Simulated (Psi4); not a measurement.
# H2S3: levels of theory compared

Aim: a comparison of 6 runs (B3LYP/6-31G*, CAM-B3LYP/6-311G**, r2SCAN/def2-SVPD, BCCD(T)/cc-pVDZ, CCSD(T)/DZ) of H2S3. 

The calculation is run with Psi4 1.11.

1 further run of the same task is left out (set aside as unsound or not needed).

### 1 Starting point

The species is H2S3 (5 atoms), meant as a singlet with charge 0. Geometry: relaxed at GFN2-xTB.

Bond lengths: S1–S2 2.051 Å, S2–S3 2.051 Å, S1–H4 1.338 Å, S3–H5 1.339 Å. Angles: S1–S2–S3 108.2°, S2–S1–H4 98.2°, S2–S3–H5 98.2°.

### 2 A single-point energy at B3LYP/6-31G(d) (spherical functions) (run 1)

input.json reads:

```json
{
  "schema_name": "qcschema_input",
  "schema_version": 1,
  "molecule": {
    "schema_name": "qcschema_molecule",
    "schema_version": 2,
    "symbols": ["S", "S", "S", "H", "H"],
    "geometry": [1.17890564, 0.26165148, 2.9214221, 0.33586102, 1.80117356, -0.53324292, -1.30513935, -0.95066452, -2.71317428, 3.50536637, -0.57260591, 2.38662961, -3.71499369, -0.5395546, -2.06165341],
    "molecular_charge": 0,
    "molecular_multiplicity": 1,
    "fix_symmetry": "c1",
    "fix_com": true,
    "fix_orientation": true
  },
  "driver": "energy",
  "model": {
    "method": "b3lyp",
    "basis": "6-31G*"
  },
  "keywords": {
    "reference": "rks",
    "puream": true,
    "e_convergence": 1e-09,
    "d_convergence": 1e-08,
    "scf_type": "pk",
    "dft_radial_points": 99,
    "dft_spherical_points": 590,
    "scf_properties": ["MAYER_INDICES", "WIBERG_LOWDIN_INDICES", "LOWDIN_CHARGES"]
  }
}
```

Run with:

```console
$ psi4 --qcschema input.json -n 1 --memory 1600MB
```

stdout:

```text
[...]
  Running in c1 symmetry.
[...]
  Nuclear repulsion =  196.741845758846210
[...]
  Multiplicity = 1
[...]
  Nalpha       = 25
  Nbeta        = 25
[...]
    Number of basis functions: 58
[...]
   @RKS iter   1: -1195.70562068944037   -9.95465e-03   4.50653e-03 ADIIS/DIIS
[...]
   @RKS iter  10: -1195.75565670719266    0.00000e+00   4.56919e-09 DIIS
[...]
  @RKS Final Energy: -1195.75565670719266
   => Energetics <=
    Nuclear Repulsion Energy =            196.7418457588462104
    One-Electron Energy =               -2042.8717815648819851
    Two-Electron Energy =                 713.1191235476425163
    DFT Exchange-Correlation Energy =     -62.7448444487994408
    Empirical Dispersion Energy =           0.0000000000000000
    VV10 Nonlocal Energy =                  0.0000000000000000
    Total Energy =                      -1195.7556567071928839
[...]
 Multipole Moments:
 ------------------------------------------------------------------------------------
     Multipole            Electronic (a.u.)      Nuclear  (a.u.)        Total (a.u.)
 ------------------------------------------------------------------------------------
 L = 1.  Multiply by 2.5417464519 to convert [e a0] to [Debye]
 Dipole X            :         -3.1854140            3.1444096           -0.0410043
 Dipole Y            :        -16.8994438           16.6824078           -0.2170360
 Dipole Z            :          4.9384109           -4.8749454            0.0634655
 Magnitude           :                                                    0.2298126
[...]
```

The result, in JSON:

```text
{
 "driver": "energy",
 "model": {
  "method": "b3lyp",
  "basis": "6-31G*"
 },
 "success": true,
 "return_result": -1195.7556567071927,
 "properties": {
  "calcinfo_nbasis": 58,
  "calcinfo_nmo": 58,
  "calcinfo_nalpha": 25,
  "calcinfo_nbeta": 25,
  "calcinfo_natom": 5,
  "nuclear_repulsion_energy": 196.7418457588462,
  "return_energy": -1195.7556567071927,
  "scf_one_electron_energy": -2042.871781564882,
  "scf_two_electron_energy": 713.1191235476425,
  "scf_xc_energy": -62.74484444879944,
  "scf_dipole_moment": [-0.041004327369170035, -0.2170359713699206, 0.06346552958925233],
  "scf_total_energy": -1195.7556567071927,
  "scf_iterations": 10
 }
}
```

Run time: 9.3 s. Hardware: 1 thread of Intel Xeon Platinum 8259CL at 2.50GHz (Skylake/Cascade Lake), shared host; peak memory 0.61 GiB.

### 3 A single-point energy at B3LYP/6-31G(d) (Cartesian functions) (run 2)

job.py reads:

```python
import psi4

psi4.set_memory(1600000000)
psi4.set_num_threads(1)
psi4.core.set_output_file('psi4.out', False)

mol = psi4.geometry("""
S
S 1 2.050557
S 2 2.050696 1 108.15041
H 1 1.338139 2 98.20327 3 89.50641
H 3 1.338817 2 98.22719 1 89.85534
units angstrom
symmetry c1
no_reorient
no_com
""")

psi4.set_options({
    'basis': '6-31G*',
    'puream': False,
    'e_convergence': 1e-09,
    'd_convergence': 1e-08,
    'scf_type': 'pk',
    'dft_radial_points': 99,
    'dft_spherical_points': 590,
})

e, wfn = psi4.energy("b3lyp", return_wfn=True)
psi4.oeprop(wfn, "MAYER_INDICES", "DIPOLE", "QUADRUPOLE", title="B3LYP")
print('E =', round(e, 9))
```

Run with:

```console
$ python job.py
```

psi4.out:

```text
[...]
  Running in c1 symmetry.
[...]
  Nuclear repulsion =  196.741878877336632
[...]
  Multiplicity = 1
[...]
  Nalpha       = 25
  Nbeta        = 25
[...]
    Number of basis functions: 61
[...]
   @RKS iter   1: -1195.71137303889122   -1.64020e-02   4.75804e-03 DIIS/ADIIS
[...]
   @RKS iter  10: -1195.76453576542963   -1.59162e-12   4.33722e-09 DIIS
[...]
  @RKS Final Energy: -1195.76453576542963
   => Energetics <=
    Nuclear Repulsion Energy =            196.7418788773366316
    One-Electron Energy =               -2042.6806919053815363
    Two-Electron Energy =                 712.8781879198893421
    DFT Exchange-Correlation Energy =     -62.7039106572740650
    Empirical Dispersion Energy =           0.0000000000000000
    VV10 Nonlocal Energy =                  0.0000000000000000
    Total Energy =                      -1195.7645357654296276
[...]
 Multipole Moments:
 ------------------------------------------------------------------------------------
     Multipole            Electronic (a.u.)      Nuclear  (a.u.)        Total (a.u.)
 ------------------------------------------------------------------------------------
 L = 1.  Multiply by 2.5417464519 to convert [e a0] to [Debye]
 Dipole X            :         -0.0003390            0.0005835            0.0002445
 Dipole Y            :          0.5872401           -0.7743014           -0.1870614
 Dipole Z            :          0.4209241           -0.5550129           -0.1340888
 Magnitude           :                                                    0.2301561
 L = 2.  Multiply by 1.3450342976 to convert [e a0^2] to [Debye ang]
 Quadrupole XX       :        -40.2424850           12.5335312          -27.7089538
 Quadrupole XY       :          8.0345490          -10.0315107           -1.9969617
[...]
```

On the terminal:

```text
E = -1195.764535765
```

It took 9.3 s on 1 thread of Intel Xeon Platinum 8259CL at 2.50GHz (Skylake/Cascade Lake), shared host; peak memory 0.63 GiB.

Runs 3 to 5 aren't shown in full; the table further down has their settings and results.

### 4 The energy at CCSD(T)/DZ (Cholesky decomposition, Cholesky for correlation, Cartesian functions) (run 6)

h2s3.inp reads:

```
memory 1600 mb

molecule m {
  S
  S 1 2.050557
  S 2 2.050696 1 108.15041
  H 1 1.338139 2 98.20327 3 89.50641
  H 3 1.338817 2 98.22719 1 89.85534
  symmetry c1
}

set scf_type cd
set freeze_core true
set cc_type cd
set level_shift 1.0
set df_basis_mp2 cc-pvtz-ri
set diis_max_vecs 3
set maxiter 80

energy_value, wavefunction = energy("ccsd(t)/DZ", return_wfn=True)
```

Run with:

```console
$ psi4 -i h2s3.inp -o h2s3.out -n 1
```

h2s3.out:

```text
[...]
  Running in c1 symmetry.
[...]
  Nuclear repulsion =  196.741878877336632
[...]
  Multiplicity = 1
[...]
  Nalpha       = 25
  Nbeta        = 25
[...]
    Number of basis functions: 58
[...]
   @RHF iter   1: -1193.49302291120898   -1.33722e-01   5.01240e-03 ADIIS/DIIS
[...]
   @RHF iter  13: -1193.53588831181060   -1.59162e-12   6.07840e-09 DIIS
[...]
  @RHF Final Energy: -1193.53588831181060
   => Energetics <=
    Nuclear Repulsion Energy =            196.7418788773366316
    One-Electron Energy =               -2040.8540307864645911
    Two-Electron Energy =                 650.5762635973173929
    Total Energy =                      -1193.5358883118105950
[...]
 Multipole Moments:
 ------------------------------------------------------------------------------------
     Multipole            Electronic (a.u.)      Nuclear  (a.u.)        Total (a.u.)
 ------------------------------------------------------------------------------------
 L = 1.  Multiply by 2.5417464519 to convert [e a0] to [Debye]
 Dipole X            :         -0.0001575            0.0005835            0.0004260
 Dipole Y            :          0.5436458           -0.7743014           -0.2306556
 Dipole Z            :          0.3908677           -0.5550129           -0.1641452
 Magnitude           :                                                    0.2831004
[...]
      * MP2 total energy:                 -1193.708461989668
[...]
      * CCSD total energy:                -1193.737241788583
[...]
      * CCSD(T) total energy               -1193.741589531794
[...]
```

It took 5.4 s on 1 thread of Intel Xeon Platinum 8259CL at 2.50GHz (Skylake/Cascade Lake), shared host; peak memory 0.2 GiB.

### 5 Overview of the runs

| run | level | Cartesian functions | task | energy (Eh) | dipole moment (D) | HOMO energy (eV) | LUMO energy (eV) | wall time |
| --- | --- | --- | --- | --- | --- | --- | --- | --- |
| 1 | B3LYP/6-31G* (spherical functions) | no | energy | -1195.755657 | 0.58 | -7.26 | -1.58 | 9.3 s |
| 2 | B3LYP/6-31G* (Cartesian functions) | yes | energy | -1195.764536 | 0.58 | -7.26 | -1.58 | 9.3 s |
| 3 | CAM-B3LYP/6-311G** | no | gradient | -1195.822674 | 0.64 | -8.95 | -0.43 | 21 s |
| 4 | r2SCAN/def2-SVPD | no | gradient | -1195.339098 | 0.54 | -6.66 | -2.27 | 45 s |
| 5 | BCCD(T)/cc-pVDZ | no | energy | -1194.208931 | – | -10.24 | 2.67 | 58 s |
| 6 | CCSD(T)/DZ (Cholesky decomposition, Cholesky for correlation, Cartesian functions) | yes | energy | -1193.741590 | – | -10.66 | 1.86 | 5.4 s |

### 6 What came out

| quantity | value |
| --- | --- |
| run 6: total energy | -1193.74159 Eh |
| run 6: HOMO energy (Hartree–Fock orbitals) | -10.66 eV |
| run 6: LUMO energy (Hartree–Fock orbitals) | 1.86 eV |
| run 6: HOMO–LUMO gap (Hartree–Fock orbitals) | 12.52 eV |
| run 6: correlation energy (15 core orbitals frozen) | -205.7 mEh |
| run 6: (T) correction | -4.35 mEh |
| run 6: T1 diagnostic | 0.012 |

**Reading.** Over runs 1, 2, 3, 4 the dipole moment (its size) runs from 0.54 D (r2SCAN/def2-SVPD) to 0.64 D (CAM-B3LYP/6-311G**). The two ends differ in method and basis. Over runs 1, 2, 3, 4 the HOMO–LUMO gap runs from 4.39 eV (r2SCAN/def2-SVPD) to 8.51 eV (CAM-B3LYP/6-311G**). Totals of different functionals can't be ranked against each other. All runs together took 2.5 min, the longest 58 s.
